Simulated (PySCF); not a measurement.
Molecule: SMILES C(#N)/C=C/F, C₃H₂FN.

Geometry (Å), atoms numbered from 1 in this order:
```xyz
7

N     2.506   -0.339   -0.224
C     1.420    0.015   -0.133
C     0.097    0.479   -0.024
C    -0.930   -0.356    0.090
F    -2.179    0.089    0.190
H    -0.045    1.551   -0.039
H    -0.866   -1.435    0.113
```

Frames of a GFN2-xTB Langevin trajectory at 300 K; GIAO PBE0/pcSseg-1 shieldings in PySCF, gas phase, non-relativistic; equivalent atoms averaged within each frame.

Scale: 15N (σref 267.73) vs NH3; TMS for 13C (σref 186.93), 1H (σref 31.72); CFCl3 for 19F (σref 170.95) (reference shieldings calculated alike). The references are static minima.

Q: How do the shifts (ppm) fluctuate along the trajectory?

A: 
```csv
time (fs),N1,C4,C2,C3,F5,H7,H6
250,323.1,180.7,115.4,98.1,-77.1,7.36,5.77
425,338.6,170.2,116.6,93.5,-96.3,7.22,6.25
625,334.1,185.4,120.3,93.5,-68.1,8.35,5.00
800,346.4,186.9,118.4,100.5,-63.0,7.89,6.39
1000,332.1,179.0,112.9,97.7,-75.8,7.77,6.99
mean of frames,334.9,180.4,116.7,96.7,-76.0,7.72,6.08
standard deviation,8.6,6.6,2.8,3.1,12.7,0.45,0.75
```

5 frames give an uncertainty of the mean of about the standard deviation over 2.2 at best, since frames this close in time may not be independent; classical motion lacks zero-point vibration, and the reference would need the same averaging.
